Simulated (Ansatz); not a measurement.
Results of RPBE (Ansatz, a first-principles code, plane waves, PAW) for chalcopyrite CuGaSe2.

Input file:

Ansatz 0.2 input:
```yaml
crystal:
  lattice:
    - [-2.8342823078, 2.8342823078, 5.6188995216]
    - [2.8342823078, -2.8342823078, 5.6188995216]
    - [2.8342823078, 2.8342823078, -5.6188995216]
  atoms:
    - { symbol: Ga, position: [0.5, 0.5, 0.0] }
    - { symbol: Ga, position: [0.25, 0.75, 0.5] }
    - { symbol: Cu, position: [0.0, 0.0, 0.0] }
    - { symbol: Cu, position: [0.75, 0.25, 0.5] }
    - { symbol: Se, position: [0.875, 0.8793983902, 0.5043983902] }
    - { symbol: Se, position: [0.1206016098, 0.625, -0.0043983902] }
    - { symbol: Se, position: [0.375, 0.3706016098, 0.4956016098] }
    - { symbol: Se, position: [0.6293983902, 0.125, 0.0043983902] }
basis:
  ecutwfc: 520
  ecutrho_ratio: 4
  xc_grid: 2
kpoints:
  mp_grid: { grid: [8, 8, 8] }
hamiltonian:
  xc: rpbe
  dispersion: none
  pseudopotentials: { kind: paw }
scf:
  occupations: { method: fermi_dirac, width: 0.01 }
output:
  forces: true
  stress: true
  eigenvalues: true
relax:
  f_tol: 0.004
  escape_saddle: false
  max_steps: 80
  cell: { stress_tol: 0.02, fix: [volume] }
```

From the output:

```
Relaxation: its limit of steps is 80 (relax.max_steps)
Crystal: 8 atoms, lattice volume = 180.550 Å³
Basis set: ecut = 520 eV, 4893 PW (Γ), exchange–correlation on 108×108×108 points (8 copies of the dense FFT grid, shifted against one another)
Bands: 77, of which v1, the nominal top of the filled ones, is band 64 counted from 1 (63 counted from 0)
Symmetry: 8 space group operations
Space group: I-42d (ITA 122), of the structure as read, at distance tolerance 5.7e-5 Å
k-points: 59 of 512 (time reversal used)
Functional: x = rpbe, c = pbe(β = 0.06672455060314922)
SCF iter   1: F=—  HF=-42742.269657 eV  |F-HF|=—  |Δ(HF+E_count)|=         —  Δρ=4.85e-3  dr2=2.35e-2
SCF iter   2: F=—  HF=-42742.272132 eV  |F-HF|=—  |Δ(HF+E_count)|=   2.47e-3  Δρ=3.56e-3  dr2=1.49e-2
  ...
SCF 1 converged in 9 iterations: F = -42742.269112 eV  dr2 = 3.64e-8
Crystal: 8 atoms, lattice volume = 180.550 Å³
Initial density: handed on by an earlier stage of this run
SCF 2 converged in 6 iterations: F = -42742.269550 eV  dr2 = 1.17e-8
Crystal: 8 atoms, lattice volume = 180.550 Å³
SCF 3 converged in 6 iterations: F = -42742.269588 eV  dr2 = 1.96e-9
Crystal: 8 atoms, lattice volume = 180.550 Å³
SCF iter   5: F=—  HF=-42742.269588 eV  |F-HF|=—  |Δ(HF+E_count)|=  1.16e-10  Δρ=1.89e-7  dr2=6.18e-11
SCF iter   6: F=-42742.269588 eV  HF=-42742.269588 eV  |F-HF|=1.46e-11  |Δ(HF+E_count)|=  1.46e-11  Δρ=6.64e-8  dr2=6.46e-12
SCF 4 converged in 6 iterations: F = -42742.269588 eV  dr2 = 6.46e-12
SCF converged after 6 iterations
Free energy (F): -42742.269588 eV
Internal energy: -42742.269586 eV  (E = F + TS)
E sigma→0 (E₀):  -42742.269587 eV
Fermi energy:    8.515443 eV
--- Forces (eV/Å), atoms counted from 1 ---
  atom   1  Ga     0.00000000     0.00000000     0.00000000
  atom   2  Ga     0.00000000    -0.00000000    -0.00000000
  atom   3  Cu     0.00000000     0.00000000     0.00000000
  atom   4  Cu     0.00000000     0.00000000     0.00000000
  atom   5  Se     0.00024533    -0.00000000    -0.00000000
  atom   6  Se    -0.00000000    -0.00024533     0.00000000
  atom   7  Se    -0.00024533    -0.00000000     0.00000000
  atom   8  Se    -0.00000000     0.00024533     0.00000000
--- Stress (GPa, compression-positive) ---
        2.359312       0.000000      -0.000000
        0.000000       2.359312      -0.000000
        0.000000       0.000000       2.367080
  P = ⅓ Tr σ = 2.3619 GPa (23.619 kbar)
```

The cell is one volume of an energy–volume scan, off the minimum.

The PAW data were made under PBE.
